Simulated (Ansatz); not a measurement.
**Worked example: correlation energy of [OH···H···GeH$_{3}$], doublet**

Geometry: a point of a hydrogen-transfer path between rigid fragments, not a stationary point.

```xyz
7

O    -2.6234   -0.0100    0.0000
H    -2.8727    0.9166    0.0000
H    -1.1474   -0.0100    0.0000
Ge    0.5896   -0.0100    0.0000
H     1.0582   -1.4759    0.0000
H     1.0582    0.7230   -1.2695
H     1.0582    0.7230    1.2695
```

Basis cc-pVDZ; Ansatz 0.2.0. Correlated methods freeze the noble-gas cores and the filled d shells of p-block atoms, which leaves 15 electrons in 51 orbitals. R marks a restricted (for open shells ROHF) determinant, U an unrestricted one. No spin–orbit coupling is included, and no scalar relativity.

Full CI isn't at hand for all of this; UCCSDT(Q) serves as the reference, and is uncertain by about the last step of the cluster series.

Runs differ by some tens of microhartree through their thresholds and, for an open shell, their frozen cores, so steps under 0.03 kcal/mol mean nothing.

| level | total energy (hartree) |
| --- | --- |
| UHF | -2153.008053 |
| UMP2 | -2153.286967 |
| UCCSD | -2153.332713 |
| UCCSD(T) | -2153.338913 |
| UCCSDT | -2153.340035 |
| UCCSDT(Q) | -2153.340591 |

Problem. What is the correlation energy at UCCSDT(Q), and what share of it do UMP2 and UCCSD(T) recover?

Solution. E(corr) = -2153.340591 − (-2153.008053) = -0.332538 hartree = -9.049 eV. UMP2: -0.278914 / -0.332538 = 83.87 %. UCCSD(T): -0.330860 / -0.332538 = 99.50 %.

Problem. By how many kcal/mol does UCCSD(T) miss UCCSDT(Q) (1 hartree = 627.509 kcal/mol), and which steps make up the rest?

Solution. -2153.338913 − (-2153.340591) = 0.001678 hartree = 1.05 kcal/mol. Steps: UCCSDT − UCCSD(T) = -0.70, UCCSDT(Q) − UCCSDT = -0.35 kcal/mol. Differences between like states or geometries often cancel part of this.
